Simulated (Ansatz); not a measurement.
# NH− (quartet): wB97M-V, B2PLYP over a scan of the distance N1–H2, 6-31++G**

How well do these functionals follow the top wave-function level for NH− (quartet) over a scan of the distance N1–H2?

Program: Ansatz 0.2.0, Gaussian basis. Level of theory: 6-31++G**, all electrons in the functionals, frozen cores in the correlation of double hybrids and RPA. These are calculated values, not measurements.

To be run: wB97M-V, B2PLYP, at 0.861 Å; 0.982 Å; 1.074 Å; 1.176 Å; 1.300 Å; 1.485 Å; 1.737 Å; 2.000 Å; 2.402 Å; 2.828 Å; 3.716 Å.

13 further runs of the same task are left out: 12 that didn't finish, 1 set aside as unsound or not needed. Runs told in other sessions of the task aren't counted.

### 1 The system

The geometry derives from a PBE0/def2-TZVPD stationary point (not a proven minimum). One bond is set to the value named and the two fragments are kept rigid.

2 atoms, charge -1, spin multiplicity 4.

Atoms are counted from 1 here; the program's logs count them from 0.

Bond lengths: N1–H2 1.074 Å.

No dispersion term is added; wB97M-V holds VV10 nonlocal correlation.

The geometry shown and the zero of energy belong to the point 1.074 Å. The yardstick, FCI, and other wave-function levels (R restricted, U unrestricted, valence and pair active spaces) come from earlier runs.

### 2 wB97M-V, 0.861 Å

File in.yaml:

```yaml
crystal:
  periodic: [false, false, false]
  atoms:
    - {symbol: N, position_ang: [0.000000, 0.000000, 0.000000]}
    - {symbol: H, position_ang: [0.000000, 0.000000, 0.861000]}
basis:
  gaussian: {orbitals: "6-31++G**"}
total_charge: -1
magnetization: {spin_polarized: true, initial_magnetization: 3}
hamiltonian: {xc: {name: wB97M-V}}
output: {orbitals: {seedname: orbitals}}
```

Launch:

```sh
$ ansatz run in.yaml --threads 1 --pin off --events-out ev --progress --plain --max-ram 2393MiB
```

Further steps of the session: wB97M-V, 0.982 Å; wB97M-V, 1.074 Å; wB97M-V, 1.176 Å; wB97M-V, 1.300 Å; wB97M-V, 1.485 Å; wB97M-V, 1.737 Å; wB97M-V, 2.000 Å; wB97M-V, 2.402 Å; wB97M-V, 2.828 Å; wB97M-V, 3.716 Å; B2PLYP, 0.861 Å; B2PLYP, 0.982 Å; B2PLYP, 1.074 Å; B2PLYP, 1.176 Å; B2PLYP, 1.300 Å; B2PLYP, 1.485 Å; B2PLYP, 1.737 Å; B2PLYP, 2.000 Å; B2PLYP, 2.402 Å; B2PLYP, 2.828 Å; B2PLYP, 3.716 Å.

Before running them: what should the planned runs give, taken together? Wanted: span of the FCI curve; largest miss, wB97M-V; largest miss, B2PLYP.

As calculated:

| quantity | value |
| --- | --- |
| span of the FCI curve | 40.7 kcal/mol |
| largest miss, wB97M-V | -7.5 kcal/mol (2.000 Å) |
| largest miss, B2PLYP | -2.0 kcal/mol (2.000 Å) |

What this shows: Of the functionals, B2PLYP keep the smallest largest miss at the points compared (at most 2.0 kcal/mol) and wB97M-V strays most (7.5 kcal/mol, at 2.000 Å). Functionals and the yardstick converge differently with the basis, so part of each miss in 6-31++G** is the basis.

The anion's highest level is positive in at least one run, so there the basis alone may hold the extra electron.
